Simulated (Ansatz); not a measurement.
# C₃H₇ (doublet): the correlation ladder, 6-31G*

An exercise on one series of results from a longer session: the logs are not shown, and one member is left open.

Method: 6-31G*, core rule «outside noble gas», up to 3 orbitals frozen; program: Ansatz 0.2.0, Gaussian basis.

Plan: UHF; CCSD(T) on ROHF; CCSD(T) on UHF; BCCD(T) on ROHF; CISD; CCSDT(Q) on ROHF; CCSDT(Q) on UHF; CASSCF and MRCISD+Q, 9 electrons in 9 orbitals; CASSCF and NEVPT2, 9 electrons in 9 orbitals.

15 further runs of the same task are left out: 2 that didn't finish, 13 set aside as unsound or not needed.

### What is computed

The geometry is an MP2(full)/6-31G* stationary point (not a proven minimum).

10 atoms, charge 0, spin multiplicity 2.

Atoms are counted from 1 here; the program's logs count them from 0.

Bond lengths: C1–C2 1.490 Å, C1–C3 1.490 Å, C1–H4 1.085 Å, C2–H5 1.093 Å, C2–H7 1.101 Å, C2–H8 1.095 Å, C3–H6 1.093 Å, C3–H9 1.095 Å, C3–H10 1.101 Å. Angles: C2–C1–C3 120.1°, C2–C1–H4 118.3°, C3–C1–H4 118.3°, C1–C2–H5 111.8°, C1–C2–H7 111.8°, C1–C2–H8 111.0°, H5–C2–H7 107.3°, H5–C2–H8 108.1°, H7–C2–H8 106.6°, C1–C3–H6 111.8°, C1–C3–H9 111.0°, C1–C3–H10 111.8°, H6–C3–H9 108.1°, H6–C3–H10 107.3°, H9–C3–H10 106.6°.

The first run:

in.yaml

```yaml
crystal:
  periodic: [false, false, false]
  atoms:
    - {symbol: C, position_ang: [0.008318, 0.523871, 0.000000]}
    - {symbol: C, position_ang: [0.008318, -0.219721, 1.291572]}
    - {symbol: C, position_ang: [0.008318, -0.219721, -1.291572]}
    - {symbol: H, position_ang: [-0.328795, 1.555350, 0.000000]}
    - {symbol: H, position_ang: [0.215512, 0.439195, 2.138477]}
    - {symbol: H, position_ang: [0.215512, 0.439195, -2.138477]}
    - {symbol: H, position_ang: [-0.961062, -0.704608, 1.484633]}
    - {symbol: H, position_ang: [0.761276, -1.015287, 1.286239]}
    - {symbol: H, position_ang: [0.761276, -1.015287, -1.286239]}
    - {symbol: H, position_ang: [-0.961062, -0.704608, -1.484633]}
basis:
  gaussian: {orbitals: "6-31G*"}
magnetization: {spin_polarized: true, initial_magnetization: 1}
hamiltonian: {xc: hf}
output: {orbitals: {seedname: orbitals}}
```

On the command line:

```
> ansatz run in.yaml --threads 1 --pin off --events-out ev --progress --plain --max-ram 2880MiB --backend cpu
```

Among the steps run: UHF; CCSD(T) on ROHF; CCSD(T) on UHF; BCCD(T) on ROHF; CISD; CCSDT(Q) on ROHF; CCSDT(Q) on UHF; CASSCF and MRCISD+Q, 9 electrons in 9 orbitals; CASSCF and NEVPT2, 9 electrons in 9 orbitals.

One table of the session follows, with a row left open; its other results are not shown here.

It belongs to the step «Misses and costs». 

```
           method  from UCCSDT(Q) (meV)
             ROHF              +11732.2
              UHF              +11608.7
             RMP2               +1546.5
             UMP2               +1551.3
             CISD                     ?
            RCCSD                +328.6
            UCCSD                +326.8
         RCCSD(T)                 +37.3
         UCCSD(T)                 +37.2
          BCCD(T)                 +36.0
           RCCSDT                 +11.7
           UCCSDT                 +11.0
        RCCSDT(Q)                  +1.1
        UCCSDT(Q)                     0
  CASSCF frontier               +9441.9
  NEVPT2 frontier               +1514.0
  MRCISD frontier               +1051.1
MRCISD+Q frontier                +165.9
```

Q: Estimate the row for CISD from the others.

As computed: from UCCSDT(Q) (meV): +1555.7. In the column «from UCCSDT(Q) (meV)» it lies between UMP2 (+1551.3) and CASSCF frontier (+9441.9).

Limits of these values: Restricted and unrestricted rows rest on different reference determinants; where their highest levels disagree by more than a few hundredths of an eV, they describe different states and don't form one ladder.
